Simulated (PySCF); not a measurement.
Compound: 1,2,3-butatriene, C4H4.
Numbering: `[CH2:1]=[C:2]=[C:3]=[CH2:4]` (hydrogens: H5, H6 on C1; H7, H8 on C4)

The same species was optimised twice, with GFN2-xTB and with PBE0-D3(BJ)/def2-SVP (PySCF), and the same property calculations (PySCF, gas phase) were run on both structures.

| coordinate | GFN2-xTB | PBE0-D3(BJ)/def2-SVP | change |
| --- | --- | --- | --- |
| C1–H6 (Å) | 1.079 | 1.095 | +0.016 |
| C1–H5 (Å) | 1.079 | 1.095 | +0.016 |
| C4–H7 (Å) | 1.079 | 1.095 | +0.016 |
| C4–H8 (Å) | 1.079 | 1.095 | +0.016 |
| C2=C3 (Å) | 1.259 | 1.274 | +0.015 |
| C1=C2 (Å) | 1.307 | 1.318 | +0.011 |
| C3=C4 (Å) | 1.307 | 1.318 | +0.011 |
| H5–C1–H6 (°) | 116.9 | 117.4 | +0.5 |
| H7–C4–H8 (°) | 116.9 | 117.4 | +0.5 |
| C1–C2–C3 (°) | 179.7 | 180.0 | +0.3 |
| C2–C1–H6 (°) | 121.6 | 121.3 | -0.3 |
| C3–C4–H8 (°) | 121.6 | 121.3 | -0.3 |
| C3–C4–H7 (°) | 121.5 | 121.3 | -0.2 |
| C2–C1–H5 (°) | 121.5 | 121.3 | -0.2 |
| C2–C3–C4 (°) | 179.8 | 180.0 | +0.2 |

Rotational constants: A = 148309, B = 4051, C = 3943 MHz (GFN2-xTB) against A = 143135, B = 3974, C = 3866 MHz (PBE0-D3(BJ)/def2-SVP). Point groups within 0.08 Å: D2h and D2h.

On the GFN2-xTB structure: lowest singlet, TDDFT (eV) 4.06 [PBE0/def2-SVPD]; lowest triplet, Tamm–Dancoff (eV) 2.73 [PBE0/def2-SVPD]; isotropic polarisability (au) 56.9 [PBE0/def2-SVPD]; HOMO (eV) -7.12 [PBE0/def2-SVPD]; LUMO (eV) -1.61 [PBE0/def2-SVPD]; HOMO (eV) -7.12 [PBE0/pcSseg-1]; LUMO (eV) -1.58 [PBE0/pcSseg-1]; GIAO shielding of C1/C4 (mean) (ppm) 82.9 [PBE0/pcSseg-1]; GIAO shielding of C2/C3 (mean) (ppm) -1.7 [PBE0/pcSseg-1].

Question: What do these properties become on the PBE0-D3(BJ)/def2-SVP structure?

Answer: 
```tsv
property	level	on GFN2-xTB	on PBE0-D3(BJ)/def2-SVP	change
lowest singlet, TDDFT (eV)	PBE0/def2-SVPD	4.06	3.99	-0.07
lowest triplet, Tamm–Dancoff (eV)	PBE0/def2-SVPD	2.73	2.67	-0.06
isotropic polarisability (au)	PBE0/def2-SVPD	56.9	58.2	+1.3
HOMO (eV)	PBE0/def2-SVPD	-7.12	-7.11	+0.01
LUMO (eV)	PBE0/def2-SVPD	-1.61	-1.66	-0.05
energy, GFN2-xTB geometry as zero (kcal/mol)	PBE0/def2-SVPD	0.0	-0.8	-0.8
HOMO (eV)	PBE0/pcSseg-1	-7.12	-7.11	+0.01
LUMO (eV)	PBE0/pcSseg-1	-1.58	-1.63	-0.05
energy, GFN2-xTB geometry as zero (kcal/mol)	PBE0/pcSseg-1	0.0	-0.1	-0.1
GIAO shielding of C1/C4 (mean) (ppm)	PBE0/pcSseg-1	82.9	80.6	-2.3
GIAO shielding of C2/C3 (mean) (ppm)	PBE0/pcSseg-1	-1.7	-4.9	-3.2
```

The heavy atoms differ by 0.014 Å rms after alignment. Among all bonds C1–H5, C1–H6, C2=C3, C4–H7 and C4–H8 change most and about equally (+0.015 to +0.016 Å). Changes are differences of the printed values. Neither structure is proved a minimum here.
